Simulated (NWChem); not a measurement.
**C2H5B (SMILES BC=C): levels of theory compared**

Aim: a comparison of 6 runs (r2SCAN/STO-3G, r2SCAN/6-31G, r2SCAN/6-31G*, wB97X/6-31G*, r2SCAN/6-31G**, r2SCAN/6-311G(2df,2pd)) of C2H5B. 

The calculation is run with NWChem 7.3.0.

7 further runs of the same task are left out: 7 set aside as unsound or not needed.

## Step 1: The system as given

C2H5B has 8 atoms, charge 0, and is taken as a singlet. SMILES: `BC=C`. The shape is that of a PBE0-D4/def2-TZVP optimisation.

Bond lengths: B1–C2 1.534 Å, C2–C3 1.339 Å, B1–H4 1.199 Å, B1–H5 1.197 Å, C2–H6 1.089 Å, C3–H7 1.086 Å, C3–H8 1.087 Å. Angles: B1–C2–C3 120.5°, B1–C2–H6 121.7°, C3–C2–H6 117.7°, C2–B1–H4 118.7°, C2–B1–H5 122.0°, C2–C3–H7 120.6°, C2–C3–H8 123.0°, H4–B1–H5 119.3°, H7–C3–H8 116.4°.

## Step 2: Energy and one-electron properties at r2SCAN/STO-3G (run 1)

Contents of test.xyz:

```xyz
8
C2H5B
B     -0.619200     0.876300    -0.693900
C      0.322000     0.273500     0.357500
C      0.459500    -1.054300     0.465500
H     -1.226400     0.135900    -1.414800
H     -0.762800     2.058300    -0.813400
H      0.897400     0.899500     1.037300
H     -0.092700    -1.722500    -0.189400
H      1.114300    -1.523800     1.195500
```

Contents of test.nw:

```
START test
TITLE "C2H5B"
memory 2200 mb

GEOMETRY units angstrom noautosym nocenter noautoz
load format xyz test.xyz
END

BASIS spherical bse
* library STO-3G
END

DFT
xc r2scan
grid fine
convergence energy 1e-08
iterations 100
mulliken
noprint "final vectors analysis"
END

PROPERTY
dipole
quadrupole
mulliken
END

TASK dft property
```

Started as:

```sh
nwchem test.nw > test.out
```

Log:

```text
[...]
          Wavefunction type:  closed shell.
          No. of atoms     :     8
          No. of electrons :    22
[...]
          Charge           :     0
          Spin multiplicity:     1
[...]
          AO basis - number of functions:    20
[...]
              XC Information
              --------------
                      r^2SCAN Method XC Functional
               r^2SCAN metaGGA Exchange Functional  1.000
                     r^2SCAN Correlation Potential  1.000
[...]
 d= 0,ls=0.0,diis     1   -102.6597221692 -1.61D+02  3.24D-02  1.47D-01     0.4
[...]
 d= 0,ls=0.0,diis    10   -102.6859247054 -5.14D-11  2.27D-07  1.93D-11     2.8
         Total DFT energy =     -102.685924705439
      One electron energy =     -252.158817827002
           Coulomb energy =      108.121988889507
    Exchange-Corr. energy =      -16.736542184077
 Nuclear repulsion energy =       58.087446416132
[...]
      Total Density - Mulliken Population Analysis
     ---------------------------------------------
    Atom       Charge   Shell Charges
 -----------   ------   -------------------------------------------------------
    1 B    5     4.84   1.99  1.01  1.84
    2 C    6     6.19   1.99  1.22  2.98
    3 C    6     6.13   1.99  1.22  2.91
    4 H    1     1.06   1.06
    5 H    1     1.06   1.06
    6 H    1     0.92   0.92
    7 H    1     0.90   0.90
    8 H    1     0.91   0.91
[...]
   Dipole moment        1.2515149024 Debye(s)
             DMX        0.6034860027 DMXEFC        0.0000000000
             DMY       -0.8780786763 DMYEFC        0.0000000000
             DMZ        0.6565607615 DMZEFC        0.0000000000
   -EFC- dipole         0.0000000000 DEBYE(S)
   Total dipole         1.2515149024 DEBYE(S)
[...]
```

It took 3.9 s on 1 thread of AMD EPYC 7R13 (Zen 3), shared host; peak memory 0.11 GiB.

Atomic charges (e):

```
atom  Mulliken  Löwdin
  B1    +0.161  +0.090
  C2    -0.186  -0.100
  C3    -0.125  -0.030
  H4    -0.059  -0.060
  H5    -0.056  -0.050
  H6    +0.079  +0.040
  H7    +0.095  +0.050
  H8    +0.090  +0.050
```

## Step 3: The charge distribution at r2SCAN/6-31G (run 2)

Contents of c2h5b.nw:

```
START c2h5b
TITLE "C2H5B"
memory 2200 mb
charge 0

GEOMETRY units angstroms noautosym nocenter noautoz
   B     -0.619200     0.876300    -0.693900
   C      0.322000     0.273500     0.357500
   C      0.459500    -1.054300     0.465500
   H     -1.226400     0.135900    -1.414800
   H     -0.762800     2.058300    -0.813400
   H      0.897400     0.899500     1.037300
   H     -0.092700    -1.722500    -0.189400
   H      1.114300    -1.523800     1.195500
END

BASIS spherical bse
   B library 6-31G
   C library 6-31G
   H library 6-31G
END

DFT
   xc r2scan
   grid fine
   convergence energy 1e-08
   iterations 100
   mulliken
   noprint "final vectors analysis"
END

PROPERTY
   dipole
   quadrupole
   mulliken
END

TASK dft property
```

Started as:

```sh
nwchem c2h5b.nw > c2h5b.out
```

Log:

```text
[...]
          Wavefunction type:  closed shell.
          No. of atoms     :     8
          No. of electrons :    22
[...]
          Charge           :     0
          Spin multiplicity:     1
[...]
          AO basis - number of functions:    37
[...]
              XC Information
              --------------
                      r^2SCAN Method XC Functional
               r^2SCAN metaGGA Exchange Functional  1.000
                     r^2SCAN Correlation Potential  1.000
[...]
 d= 0,ls=0.0,diis     1   -103.8944128841 -1.62D+02  1.32D-02  1.77D-01     0.7
[...]
 d= 0,ls=0.0,diis    10   -103.9200378020 -4.08D-10  2.37D-07  9.25D-11     4.6
         Total DFT energy =     -103.920037801989
      One electron energy =     -252.790327927794
           Coulomb energy =      107.430717897738
    Exchange-Corr. energy =      -16.647874188066
 Nuclear repulsion energy =       58.087446416132
[...]
      Total Density - Mulliken Population Analysis
     ---------------------------------------------
    Atom       Charge   Shell Charges
 -----------   ------   -------------------------------------------------------
    1 B    5     4.84   2.00  0.60  1.40  0.42  0.43
    2 C    6     6.25   2.00  0.70  2.05  0.61  0.89
    3 C    6     6.31   2.00  0.72  2.01  0.62  0.97
    4 H    1     1.05   0.53  0.52
    5 H    1     1.05   0.53  0.51
    6 H    1     0.84   0.54  0.31
    7 H    1     0.82   0.54  0.29
    8 H    1     0.83   0.54  0.30
[...]
   Dipole moment        1.4378114900 Debye(s)
             DMX        0.7163234881 DMXEFC        0.0000000000
             DMY       -0.9710871681 DMYEFC        0.0000000000
             DMZ        0.7817750656 DMZEFC        0.0000000000
   -EFC- dipole         0.0000000000 DEBYE(S)
   Total dipole         1.4378114900 DEBYE(S)
[...]
```

It took 5.7 s on 1 thread of AMD EPYC 7R13 (Zen 3), shared host; peak memory 0.11 GiB.

Atomic charges (e):

```
atom  Mulliken  Löwdin
  B1    +0.157  -0.020
  C2    -0.252  -0.210
  C3    -0.312  -0.150
  H4    -0.048  +0.000
  H5    -0.045  +0.000
  H6    +0.156  +0.130
  H7    +0.177  +0.130
  H8    +0.167  +0.120
```

Runs 3 to 4 aren't shown in full; the table further down has their settings and results.

## Step 4: Energy and one-electron properties at r2SCAN/6-31G(d,p) (spherical functions) (run 5)

Contents of run.nw:

```
start run
memory 2200 mb

geometry noautosym nocenter noautoz
 B     -0.619200     0.876300    -0.693900
 C      0.322000     0.273500     0.357500
 C      0.459500    -1.054300     0.465500
 H     -1.226400     0.135900    -1.414800
 H     -0.762800     2.058300    -0.813400
 H      0.897400     0.899500     1.037300
 H     -0.092700    -1.722500    -0.189400
 H      1.114300    -1.523800     1.195500
end

basis spherical bse
 * library 6-31G**
end

dft
 xc r2scan
 grid fine
 convergence energy 1e-08
 iterations 100
 mulliken
 noprint "final vectors analysis"
end

property
 dipole
 quadrupole
 mulliken
end

task dft property
```

Started as:

```sh
nwchem run.nw > run.out
```

Log:

```text
[...]
          Wavefunction type:  closed shell.
          No. of atoms     :     8
          No. of electrons :    22
[...]
          Charge           :     0
          Spin multiplicity:     1
[...]
          AO basis - number of functions:    67
[...]
              XC Information
              --------------
                      r^2SCAN Method XC Functional
               r^2SCAN metaGGA Exchange Functional  1.000
                     r^2SCAN Correlation Potential  1.000
[...]
 d= 0,ls=0.0,diis     1   -103.9216099781 -1.62D+02  6.88D-03  1.87D-01     1.1
[...]
 d= 0,ls=0.0,diis    11   -103.9467959813 -5.04D-11  5.46D-08  1.45D-11     9.9
         Total DFT energy =     -103.946795981294
      One electron energy =     -252.887379955820
           Coulomb energy =      107.518787167186
    Exchange-Corr. energy =      -16.665649608792
 Nuclear repulsion energy =       58.087446416132
[...]
   Dipole moment        1.4127550131 Debye(s)
             DMX        0.7056283210 DMXEFC        0.0000000000
             DMY       -0.9511514521 DMYEFC        0.0000000000
             DMZ        0.7702443214 DMZEFC        0.0000000000
   -EFC- dipole         0.0000000000 DEBYE(S)
   Total dipole         1.4127550131 DEBYE(S)
[...]
```

Wall time 11 s (1 thread of AMD EPYC 7R13 (Zen 3), shared host); peak memory 0.11 GiB.

Atomic charges (e):

```
atom  Mulliken  Löwdin
  B1    +0.118  -0.050
  C2    -0.156  -0.130
  C3    -0.238  -0.060
  H4    -0.057  +0.000
  H5    -0.055  +0.000
  H6    +0.115  +0.080
  H7    +0.141  +0.080
  H8    +0.132  +0.080
```

## Step 5: The charge distribution at r2SCAN/6-311G(2df,2pd) (run 6)

Contents of mymol.nw:

```
START mymol
memory total 2200 mb

GEOMETRY noautosym nocenter noautoz
  B     -0.619200     0.876300    -0.693900
  C      0.322000     0.273500     0.357500
  C      0.459500    -1.054300     0.465500
  H     -1.226400     0.135900    -1.414800
  H     -0.762800     2.058300    -0.813400
  H      0.897400     0.899500     1.037300
  H     -0.092700    -1.722500    -0.189400
  H      1.114300    -1.523800     1.195500
END

BASIS "ao basis" spherical bse
  * library "6-311G(2df,2pd)"
END

DFT
  xc r2scan
  grid fine
  convergence energy 1e-08
  iterations 100
  mulliken
  noprint "final vectors analysis"
END

PROPERTY
  dipole
  quadrupole
  mulliken
END

TASK dft property
```

Started as:

```sh
nwchem mymol.nw > mymol.out
```

Log:

```text
[...]
          Wavefunction type:  closed shell.
          No. of atoms     :     8
          No. of electrons :    22
[...]
          Charge           :     0
          Spin multiplicity:     1
[...]
          AO basis - number of functions:   160
[...]
              XC Information
              --------------
                      r^2SCAN Method XC Functional
               r^2SCAN metaGGA Exchange Functional  1.000
                     r^2SCAN Correlation Potential  1.000
[...]
 d= 0,ls=0.0,diis     1   -103.9516651828 -1.62D+02  2.71D-03  2.77D-01     5.2
[...]
 d= 0,ls=0.0,diis    11   -103.9792318187 -1.09D-10  2.60D-08  3.59D-11    51.6
         Total DFT energy =     -103.979231818664
      One electron energy =     -252.897435389572
           Coulomb energy =      107.498693719409
    Exchange-Corr. energy =      -16.667936564632
 Nuclear repulsion energy =       58.087446416132
[...]
   Dipole moment        1.4114177746 Debye(s)
             DMX        0.7048976196 DMXEFC        0.0000000000
             DMY       -0.9504100682 DMYEFC        0.0000000000
             DMZ        0.7693764895 DMZEFC        0.0000000000
   -EFC- dipole         0.0000000000 DEBYE(S)
   Total dipole         1.4114177746 DEBYE(S)
[...]
```

It took 53 s on 1 thread of AMD EPYC 7R13 (Zen 3), shared host; peak memory 0.12 GiB.

Atomic charges (e):

```
atom  Mulliken  Löwdin
  B1    +0.219  -0.020
  C2    -0.201  +0.140
  C3    +0.099  +0.280
  H4    -0.069  -0.080
  H5    -0.072  -0.090
  H6    -0.011  -0.070
  H7    +0.028  -0.080
  H8    +0.008  -0.090
```

## Step 6: Overview of the runs

```
run                                 level  SCF convergence threshold  energy (Eh)  dipole moment (D)  wall time
  1                         r2SCAN/STO-3G                      1e-08  -102.685925               1.25      3.9 s
  2                          r2SCAN/6-31G                      1e-08  -103.920038               1.44      5.7 s
  3   r2SCAN/6-31G* (spherical functions)                      1e-08  -103.939057               1.43      8.1 s
  4    wB97X/6-31G* (spherical functions)                       0.01  -103.985862               1.27       12 s
  5  r2SCAN/6-31G** (spherical functions)                      1e-08  -103.946796               1.41       11 s
  6                r2SCAN/6-311G(2df,2pd)                      1e-08  -103.979232               1.41       53 s
```

Convergence of the dipole moment of singlet C2H5B with the basis set, against the last point:

```
      basis set  from the last (D)  wall time
         STO-3G            -0.1599      3.9 s
          6-31G            +0.0264      5.7 s
         6-31G*            +0.0174      8.1 s
        6-31G**            +0.0013       11 s
6-311G(2df,2pd)            +0.0000       53 s
```

Convergence of the total energy of singlet C2H5B with the basis set, against the last point:

```
      basis set  from the last (mEh)  wall time
         STO-3G            +1293.307      3.9 s
          6-31G              +59.194      5.7 s
         6-31G*              +40.175      8.1 s
        6-31G**              +32.436       11 s
6-311G(2df,2pd)               +0.000       53 s
```

## Step 7: Results

```
            quantity          value
 run 6: total energy  -103.97923 Eh
run 6: dipole moment         1.41 D
```

In words: For the dipole moment of singlet C2H5B to stay within 0.05 D of the last point, 6-31G is the first point of the series from which all later ones do (5.7 s against 53 s). For the dipole moment of singlet C2H5B to stay within 0.01 D of the last point, 6-31G** is the first point of the series from which all later ones do (11 s against 53 s). The dipole moment (its size) runs from 1.25 D (r2SCAN/STO-3G) to 1.44 D (r2SCAN/6-31G). Totals of different functionals can't be ranked against each other. In run 1 the basis is minimal, so the values are rough. All runs together took 94 s, the longest 53 s.
